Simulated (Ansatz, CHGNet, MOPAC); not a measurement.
## TA phonon frequency at X of diamond: levels of theory against measurement

Reference value: 807 cm⁻¹ (measured, temperature not stated, not corrected to a static lattice; as tabulated in Yang et al. (2021), arXiv:2106.07201).

### Question
What do PM6 semi-empirical Hartree-Fock (MOPAC), CHGNet 0.3.0, CHGNet-r²SCAN, LDA, PBE, PBE-D3(BJ), r²SCAN give, and how far is each from the reference?

### Answer

```tsv
level (code)	value (cm⁻¹)	cell (Å³/atom)	difference (%)
PM6 semi-empirical Hartree-Fock (MOPAC) (MOPAC)	807	5.80	0.0
CHGNet 0.3.0 (CHGNet)	535	5.70	-34
CHGNet-r²SCAN (CHGNet)	536	5.64	-34
LDA (Ansatz)	789	5.51	-2.2
PBE (Ansatz)	781	5.70	-3.2
PBE-D3(BJ) (Ansatz)	783	5.63	-3.0
r²SCAN (Ansatz)	802	5.64	-0.6
```

Nearest, and too close to rank with a margin of 3.0 % (twice that across the reference) picked here for doubts on the reference and the settings, and for temperature and zero-point motion: PM6 semi-empirical Hartree-Fock (MOPAC) (0.0 %), r²SCAN (-0.6 %), LDA (-2.2 %), PBE-D3(BJ) (-3.0 %). Farthest off: CHGNet 0.3.0 (-34 %), CHGNet-r²SCAN (-34 %). Within 10 %: PM6 semi-empirical Hartree-Fock (MOPAC), LDA, PBE, PBE-D3(BJ), r²SCAN.

The measured value isn't corrected to a static lattice, so vibrations enter the comparison.  PM6 semi-empirical Hartree-Fock (MOPAC): the method was fitted mainly to molecules. PM6 semi-empirical Hartree-Fock (MOPAC): the run uses a supercell at the zone centre in place of a k mesh. PBE-D3(BJ): the dispersion coefficients are held fixed in the derivatives. Each level is taken at its own relaxed cell. Cutoffs and k meshes differ between the levels. Ansatz's density-functional and Hartree–Fock values are scalar-relativistic unless marked +SOC, with PAW data made under PBE.

Machine-learned potentials (CHGNet 0.3.0, CHGNet-r²SCAN) are trained on DFT data, which may include these solids.

Differences are worked out from the printed values.

Ansatz is a program for electronic structure.
